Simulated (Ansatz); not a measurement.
Process, species as SMILES: FC(F)(F)F → F[C](F)F + F atom
B3LYP-D3(BJ)/def2-TZVP geometries, fixed; electronic energies without zero-point terms.
Largest species:
```
C
F 1 1.3260
F 1 1.3260 2 109.47
F 1 1.3260 2 109.47 3 120.00
F 1 1.3260 2 109.47 4 120.00
```

Basis-set convergence of the bond dissociation energy at PBE with Ansatz (a program for electronic structure). All functions are spherical. Open shells are unrestricted. No added dispersion term, no relativity. Functions are those of the species that has most. Reference: the value in aug-cc-pVQZ, 131.37 kcal/mol, itself unsure by roughly 0.14 kcal/mol (its mean distance from def2-QZVPPD, pcseg-3, def2-QZVPP). Deviations are taken from unrounded values.

```csv
basis,functions,bond dissociation energy (kcal/mol)
cc-pVDZ,70,135.71
aug-cc-pVDZ,115,130.16
def2-SVP,70,139.21
def2-SVPD,112,132.44
pcseg-1,70,132.95
aug-pcseg-1,115,132.03
6-311G**,90,134.01
6-311+G**,110,129.07
cc-pVTZ,150,133.57
aug-cc-pVTZ,230,131.29
pcseg-2,150,131.71
aug-pcseg-2,230,131.46
def2-TZVPP,155,131.96
def2-TZVPPD,197,131.03
cc-pVQZ,275,132.42
aug-cc-pVQZ,400,131.37
def2-QZVPP,285,131.45
def2-QZVPPD,327,131.07
```

What the diffuse functions change, pair by pair:
- cc-pVDZ to aug-cc-pVDZ: 45 more functions, deviation 4.34 to -1.21 kcal/mol
- def2-SVP to def2-SVPD: 42 more functions, deviation 7.84 to 1.07 kcal/mol
- pcseg-1 to aug-pcseg-1: 45 more functions, deviation 1.58 to 0.66 kcal/mol
- 6-311G** to 6-311+G**: 20 more functions, deviation 2.64 to -2.30 kcal/mol
- cc-pVTZ to aug-cc-pVTZ: 80 more functions, deviation 2.20 to -0.08 kcal/mol
- pcseg-2 to aug-pcseg-2: 80 more functions, deviation 0.34 to 0.09 kcal/mol
- def2-TZVPP to def2-TZVPPD: 42 more functions, deviation 0.59 to -0.34 kcal/mol
- cc-pVQZ to aug-cc-pVQZ: 125 more functions, deviation 1.04 to 0.00 kcal/mol
- def2-QZVPP to def2-QZVPPD: 42 more functions, deviation 0.08 to -0.30 kcal/mol

Leaving out the reference's own pair, they bring the value nearer the reference by more than 0.14 kcal/mol in 7 of 8 pairs.
